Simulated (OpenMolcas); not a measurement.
# O3 (ozone) at 6 levels

Wanted: a comparison of 6 runs (HF/STO-3G, B3LYP/6-31G*, B2PLYP/def2-TZVPP, B3LYP/def2-TZVPP, r2SCAN/def2-TZVPP, MP2/def2-TZVPP) of O3 (ozone). 

The calculation is run with OpenMolcas 26.06.

**1. Starting point**

O3 has 3 atoms, charge 0, and is taken as a singlet. As SMILES, `O=[O+][O-]`. The shape is that of a PBE0-D4/def2-TZVP optimisation.

Bond lengths: O1–O2 1.238 Å, O2–O3 1.238 Å. Angles: O1–O2–O3 118.4°.

**2. Energy and gradient at HF/STO-3G (run 1)**

The input, input.xyz:

```xyz
3

O      0.848700    -0.535900     0.409500
O     -0.228900    -0.317600    -0.159400
O     -0.619800     0.853500    -0.250100
```

The input, mol.inp:

```
* O3 Hartree-Fock
&gateway
baslib=$CurrDir
coord=input.xyz
basis=STO-3G
group=NoSym
&seward
&scf
thresholds=1e-10 1e-07 1e-07 1e-05
prorbitals=1 2
&alaska
```

The basis set STO-3G is read from a file made from the Basis Set Exchange's data (not shown).

Command:

```console
export MOLCAS_MEM=1860
pymolcas mol.inp > mol.log
```

Log:

```text
--- Start Module: gateway ---
[...]
--- Stop Module: gateway /rc=_RC_ALL_IS_WELL_ ---
[...]
      Basis functions           15
[...]
--- Start Module: scf ---
[...]
       Convergence after  13 Iterations
[...]
::    Total SCF energy                               -221.2817999832
[...]
      Total spin, S                                     0.0000000000
[...]
      Total electronic charge=   24.000000
      Total            charge=   -0.000000
[...]
      Dipole Moment (debye):
      Origin of the operator (angstrom)=   -0.0000   -0.0000    0.0000
                   X= -2.7809E-01               Y= -3.8581E-01               Z= -1.9365E-01           Total=  5.1351E-01
      Quadrupole Moment (debye*angstrom):
[...]
--- Stop Module: scf /rc=_RC_ALL_IS_WELL_ ---
--- Start Module: alaska ---
[...]
 *              Molecular gradients               *
 **************************************************
  Irreducible representation: a
 ------------------------------------------------------------------------------------------
                              X                       Y                       Z
 ------------------------------------------------------------------------------------------
  O1               -7.99997805094765E-02    1.39220988460416E-02   -4.24764546374075E-02
  O2                5.29332334875940E-02    7.34637550156094E-02    3.68632963657172E-02
  O3                2.70665470218727E-02   -8.73858538616386E-02    5.61315827168429E-03
 ------------------------------------------------------------------------------------------
--- Stop Module: alaska /rc=_RC_ALL_IS_WELL_ ---
[...]
```

It took 2 s on 1 thread of Arm Neoverse V1, shared host; peak memory 0.37 GiB.

**3. Energy and gradient at B3LYP/6-31G(d) (Cartesian functions) (run 2)**

The input, test.inp:

```
&GATEWAY
BasLib=$CurrDir
BasisSet
O.6-31Gs....
O1 0.848700 -0.535900 0.409500 angstrom
O2 -0.228900 -0.317600 -0.159400 angstrom
O3 -0.619800 0.853500 -0.250100 angstrom
End of Basis
&SEWARD
GridInput
Grid=UltraFine
End of Grid
&SCF
KSDFT=B3LYP
Thresholds=1e-10 1e-07 1e-07 1e-05
PrOrbitals=1 1
&ALASKA
```

The basis set 6-31G* is read from a file made from the Basis Set Exchange's data (not shown).

Command:

```console
export MOLCAS_MEM=1860
pymolcas test.inp > test.log
```

Log:

```text
--- Start Module: gateway ---
[...]
--- Stop Module: gateway /rc=_RC_ALL_IS_WELL_ ---
[...]
      Basis functions           45
[...]
--- Start Module: scf ---
[...]
       Convergence after  13 Iterations
[...]
::    Total KS-DFT energy                            -225.4048623134
[...]
      Total spin, S                                     0.0000000000
[...]
      Total electronic charge=   24.000000
      Total            charge=   -0.000000
[...]
      Dipole Moment (debye):
      Origin of the operator (angstrom)=   -0.0000   -0.0000    0.0000
                   X= -3.4336E-01               Y= -4.7637E-01               Z= -2.3910E-01           Total=  6.3403E-01
      Quadrupole Moment (debye*angstrom):
[...]
--- Stop Module: scf /rc=_RC_ALL_IS_WELL_ ---
[...]
--- Start Module: alaska ---
[...]
 *              Molecular gradients               *
 **************************************************
  Irreducible representation: a
 ------------------------------------------------------------------------------------------
                              X                       Y                       Z
 ------------------------------------------------------------------------------------------
  O1               -2.87343025605811E-02    6.24733849995884E-03   -1.51246063642470E-02
  O2                1.79432034675457E-02    2.49064676676962E-02    1.24962575454619E-02
  O3                1.07910990930744E-02   -3.11538061676444E-02    2.62834881880925E-03
 ------------------------------------------------------------------------------------------
--- Stop Module: alaska /rc=_RC_ALL_IS_WELL_ ---
[...]
```

Run time: 7.8 s. Hardware: 1 thread of Arm Neoverse V1, shared host; peak memory 0.38 GiB.

Runs 3 to 5 aren't shown in full; the table further down has their settings and results.

**4. The energy at MP2/def2-TZVPP (run 6)**

The input, run.input:

```
>>> EXPORT MOLCAS_PRINT=2

&GATEWAY
  BasLib
  $CurrDir
  Coord
  3
  angstrom
  O        0.848700      -0.535900       0.409500
  O       -0.228900      -0.317600      -0.159400
  O       -0.619800       0.853500      -0.250100
  Basis
  def2-TZVPP
  Group
  NoSym

&SEWARD

&SCF
  Thresholds
  1e-10 1e-07 1e-07 1e-05
  PrOrbitals
  1 2

&MBPT2
  Frozen
  3
```

The basis set def2-TZVPP is read from a file made from the Basis Set Exchange's data (not shown).

Command:

```console
export MOLCAS_MEM=1860
pymolcas run.input > run.log
```

Log:

```text
--- Start Module: gateway ---
[...]
--- Stop Module: gateway /rc=_RC_ALL_IS_WELL_ ---
[...]
      Basis functions           93
[...]
--- Start Module: scf ---
[...]
       Convergence after  16 Iterations
[...]
::    Total SCF energy                               -224.3628083030
[...]
      Total spin, S                                     0.0000000000
[...]
      Total electronic charge=   24.000000
      Total            charge=   -0.000000
[...]
      Dipole Moment (debye):
      Origin of the operator (angstrom)=   -0.0000   -0.0000    0.0000
                   X= -4.6103E-01               Y= -6.3958E-01               Z= -3.2104E-01           Total=  8.5127E-01
      Quadrupole Moment (debye*angstrom):
[...]
--- Stop Module: scf /rc=_RC_ALL_IS_WELL_ ---
[...]
--- Start Module: mbpt2 ---
[...]
WARNING!
Default frozen orbitals as non valence orbitals is overwritten by user input.
Default values:   3
[...]
       Reference weight ( Cref**2 )         =        0.81471
::    Total MBPT2 energy                             -225.1236209725
[...]
      Total MBPT2 calculations                           0.30      0.33
--- Stop Module: mbpt2 /rc=_RC_ALL_IS_WELL_ ---
[...]
```

Wall time 9 s (1 thread of Arm Neoverse V1, shared host); peak memory 0.51 GiB.

**5. All runs side by side**

```tsv
run	level	Cartesian functions	integration grid	energy (Eh)	dipole moment (D) of the reference	HOMO energy (eV)	LUMO energy (eV)	wall time
1	HF/STO-3G	no	–	-221.281800	0.51	-8.97	3.25	2 s
2	B3LYP/6-31G* (Cartesian functions)	yes	UltraFine	-225.404862	0.63	-9.01	-4.76	7.8 s
3	B2PLYP/def2-TZVPP	no	UltraFine	-225.382934	0.75	-11.51	-3.41	17 s
4	B3LYP/def2-TZVPP	no	UltraFine	-225.511721	0.69	-9.41	-5.14	21 s
5	r2SCAN/def2-TZVPP	no	UltraFine	-225.416645	0.67	-8.10	-5.81	31 s
6	MP2/def2-TZVPP	no	–	-225.123621	0.85	-13.36	-0.75	9 s
```

**6. What came out**

| quantity | value |
| --- | --- |
| run 6: total energy | -225.12362 Eh |
| run 6: dipole moment (mean-field density) | 0.85 D |
| run 6: HOMO energy (Hartree–Fock orbitals) | -13.36 eV |
| run 6: LUMO energy (Hartree–Fock orbitals) | -0.75 eV |
| run 6: HOMO–LUMO gap (Hartree–Fock orbitals) | 12.60 eV |
| run 6: correlation energy (3 core orbitals frozen) | -760.8 mEh |

Over runs 1, 2, 3, 4, 5 the dipole moment (its size) runs from 0.51 D (HF/STO-3G) to 0.75 D (B2PLYP/def2-TZVPP). The two ends differ in method and basis. A double hybrid's value is that of its SCF part. Over runs 1, 2, 3, 4, 5 the HOMO–LUMO gap runs from 2.29 eV (r2SCAN/def2-TZVPP) to 12.22 eV (HF/STO-3G). For B2PLYP the log adds the whole second-order term; the table takes 0.27 of it, as the functional is defined. Totals of different functionals can't be ranked against each other. In run 1 the basis is minimal, so the values are rough. All runs together took 88 s, the longest 31 s.
